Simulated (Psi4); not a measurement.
# BNH3S (SMILES N[B]S) at UPBE0/def2-SVPD

What is the vertical ionisation energy of BNH3S at UPBE0/def2-SVPD? 

The results are computed with Psi4 1.11.

2 further runs of the same task are left out: 2 set aside as unsound or not needed.

### Step 1. The system as given

BNH3S has 6 atoms, charge 0, and is taken as a doublet. SMILES: `N[B]S`. The shape is that of a PBE0-D4/def2-TZVP optimisation. This is a higher conformer, about 7 kJ/mol above the lowest found by a separate search.

Bond lengths: N1–B2 1.380 Å, B2–S3 1.779 Å, N1–H4 1.005 Å, N1–H5 1.010 Å, S3–H6 1.355 Å. Angles: N1–B2–S3 132.0°, B2–N1–H4 122.5°, B2–N1–H5 124.0°, B2–S3–H6 100.0°, H4–N1–H5 113.6°.

### Step 2. The energy at UPBE0/def2-SVPD

run_ase.py

```python
import numpy as np
from ase.calculators.psi4 import Psi4
from ase import Atoms

a = Atoms(['N', 'B', 'S', 'H', 'H', 'H'], positions=[
    [-0.621200, 0.083000, -0.756700],
    [-0.538400, -0.445500, 0.515700],
    [0.781100, -0.475200, 1.709200],
    [-1.454200, 0.016000, -1.315600],
    [0.135500, 0.569200, -1.216600],
    [1.739200, 0.188500, 1.017800],
])
calc = Psi4(atoms=a, method='pbe0', basis='def2-SVPD', memory='1600MB', num_threads=1, charge=0, multiplicity=2, label='bh3ns', reference='uks')
calc.psi4.set_options({'puream': True, 'e_convergence': 1e-09, 'd_convergence': 1e-08, 'scf_type': 'pk', 'dft_radial_points': 99, 'dft_spherical_points': 590, 'maxiter': 200})
a.calc = calc

print(f'energy: {a.get_potential_energy():.6f} eV')
```

Launch:

```sh
$ python run_ase.py
```

bh3ns.dat:

```text
[...]
  Running in c1 symmetry.
[...]
  Nuclear repulsion =   81.705212903495422
[...]
  Multiplicity = 2
[...]
  Nalpha       = 16
  Nbeta        = 15
[...]
    Number of basis functions: 91
[...]
   @UKS iter   1:  -478.96450856851800   -1.50934e-01   7.54197e-03 DIIS/ADIIS
[...]
   @UKS iter  13:  -479.18831238147203   -3.01270e-12   2.42565e-09 DIIS
[...]
   @S^2 Observed:                7.538707646E-01
[...]
    Orbital Energies [Eh]
    ---------------------
    Alpha Occupied:
       1A    -89.015624     2A    -14.408517     3A     -8.012561
       4A     -6.828358     5A     -5.954546     6A     -5.950192
       7A     -5.947054     8A     -0.903467     9A     -0.761099
      10A     -0.546955    11A     -0.541795    12A     -0.463501
      13A     -0.355017    14A     -0.348576    15A     -0.274487
      16A     -0.212918
    Alpha Virtual:
      17A      0.007537    18A      0.009142    19A      0.023103
      20A      0.047088    21A      0.056698    22A      0.069672
      23A      0.085184    24A      0.092186    25A      0.126463
[...]
  @UKS Final Energy:  -479.18831238147203
   => Energetics <=
    Nuclear Repulsion Energy =             81.7052129034954220
    One-Electron Energy =                -820.8788668781535307
    Two-Electron Energy =                 288.3568236015736943
    DFT Exchange-Correlation Energy =     -28.3714820083876091
    Empirical Dispersion Energy =           0.0000000000000000
    VV10 Nonlocal Energy =                  0.0000000000000000
    Total Energy =                       -479.1883123814720307
[...]
 Multipole Moments:
 ------------------------------------------------------------------------------------
     Multipole            Electronic (a.u.)      Nuclear  (a.u.)        Total (a.u.)
 ------------------------------------------------------------------------------------
 L = 1.  Multiply by 2.5417464519 to convert [e a0] to [Debye]
 Dipole X            :         -0.4811050            0.5922205            0.1111155
 Dipole Y            :         -1.2149263            1.7068750            0.4919486
 Dipole Z            :          2.3521138           -3.3761225           -1.0240087
 Magnitude           :                                                    1.1414701
[...]
```

The script printed:

```text
energy: -13039.378147 eV
```

Run time: 17 s. Hardware: 1 thread of Intel Xeon 6975P-C (Granite Rapids), shared host; peak memory 0.78 GiB.

### Step 3. The singlet cation: energy and gradient at PBE0/def2-SVPD

input.in

```
memory 1600 mb

molecule {
  1 1
  N
  B 1 r2
  S 2 r3 1 a3
  H 1 r4 2 a4 3 d4
  H 1 r5 4 a5 2 d5
  H 3 r6 2 a6 1 d6

  r2 = 1.380279
  r3 = 1.779439
  a3 = 132.00294
  r4 = 1.005359
  a4 = 122.45641
  d4 = 179.989
  r5 = 1.010195
  a5 = 113.5551
  d5 = 179.98879
  r6 = 1.355171
  a6 = 100.01381
  d6 = 0.00326
  units angstrom
  symmetry c1
  no_reorient
  no_com
}

set globals {
  basis def2-SVPD
  puream true
  e_convergence 1e-09
  d_convergence 1e-08
  scf_type pk
  dft_radial_points 99
  dft_spherical_points 590
}

gradient("pbe0")
```

Launch:

```sh
$ psi4 -n 1 input.in input.out
```

input.out:

```text
[...]
  Running in c1 symmetry.
[...]
  Nuclear repulsion =   81.705217491820562
[...]
  Multiplicity = 1
[...]
  Nalpha       = 15
  Nbeta        = 15
[...]
    Number of basis functions: 91
[...]
   @RKS iter   1:  -478.71307228988837    1.00503e-01   6.96236e-03 DIIS/ADIIS
[...]
   @RKS iter  11:  -478.88739889524243   -3.24576e-11   4.24942e-09 DIIS
[...]
    Orbital Energies [Eh]
    ---------------------
    Doubly Occupied:
       1A    -89.261894     2A    -14.657709     3A     -8.257860
       4A     -7.171063     5A     -6.200167     6A     -6.195767
       7A     -6.191858     8A     -1.151392     9A     -1.004246
      10A     -0.797166    11A     -0.778607    12A     -0.708203
      13A     -0.595852    14A     -0.585826    15A     -0.504434
[...]
  @RKS Final Energy:  -478.88739889524243
   => Energetics <=
    Nuclear Repulsion Energy =             81.7052174918205623
    One-Electron Energy =                -813.0965303309183128
    Two-Electron Energy =                 280.6377494611015209
    DFT Exchange-Correlation Energy =     -28.1338355172461867
    Empirical Dispersion Energy =           0.0000000000000000
    VV10 Nonlocal Energy =                  0.0000000000000000
    Total Energy =                       -478.8873988952424270
[...]
 Multipole Moments:
 ------------------------------------------------------------------------------------
     Multipole            Electronic (a.u.)      Nuclear  (a.u.)        Total (a.u.)
 ------------------------------------------------------------------------------------
 L = 1.  Multiply by 2.5417464519 to convert [e a0] to [Debye]
 Dipole X            :         -0.0000034           -0.0000972           -0.0001006
 Dipole Y            :          1.5966731           -0.8645045            0.7321685
 Dipole Z            :          2.3626801           -3.7302796           -1.3675995
 Magnitude           :                                                    1.5512573
[...]
  -Total Gradient:
     Atom            X                  Y                   Z
    ------   -----------------  -----------------  -----------------
       1        0.000003984042    -0.043438108161    -0.045592043142
       2       -0.000001747985     0.081855974626     0.054688277884
       3        0.000000134966    -0.030390404728    -0.034073453686
       4       -0.000000650995    -0.009170322208     0.011300840539
       5       -0.000001722486     0.009075147355    -0.000676299879
       6        0.000000002284    -0.007934251663     0.014355693462
[...]
```

It took 13 s on 1 thread of Intel Xeon 6975P-C (Granite Rapids), shared host; peak memory 0.76 GiB.

### Step 4. Results

At UPBE0/def2-SVPD:

```
                                          quantity          value
                       doublet BNH3S: total energy  -479.18831 Eh
                      doublet BNH3S: dipole moment         2.90 D
 doublet BNH3S: HOMO energy (highest over α and β)       -5.79 eV
  doublet BNH3S: LUMO energy (lowest over α and β)       -1.39 eV
                               doublet BNH3S: ⟨S²⟩          0.754
                      singlet cation: total energy  -478.88740 Eh
                       singlet cation: HOMO energy      -13.73 eV
                       singlet cation: LUMO energy      -10.23 eV
                     singlet cation: HOMO–LUMO gap        3.50 eV
          singlet cation: largest force on an atom     5.062 eV/Å
vertical ionisation energy (to the singlet cation)       8.188 eV
```

In words: Removing an electron at fixed nuclei costs 8.19 eV (790 kJ/mol). Only the singlet of the ionised species was computed; a triplet could lie lower.
